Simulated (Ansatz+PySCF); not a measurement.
**doublet H₂O(+): levels of theory in one basis**

```yaml
atoms:
  - { symbol: O, position_ang: [0.0000, 0.3930, 0.0000] }
  - { symbol: H, position_ang: [0.0000, -0.1965, -0.8420] }
  - { symbol: H, position_ang: [0.0000, -0.1965, 0.8420] }
```

Basis set: cc-pVTZ (spherical functions). Frozen core: 1 orbital. Correlation on ROHF uses semicanonical orbitals with singles. Charge 1, multiplicity 2.

Computed with Ansatz (development build ahead of 0.2.0); each method stands on the lowest determinant of its kind that the runs found.

| method | E − E(ROHF) (eV) | <S²> of the determinant |
| --- | --- | --- |
| ROHF | 0.00 | 0.75 |
| UHF | -0.15 | 0.76 |
| ROHF-MP2 | -5.60 | – |
| UHF-MP2 | -5.60 | 0.76 |

Q: What does ROHF-CCSD(T) give on the same scale?

A: -6.16 eV.
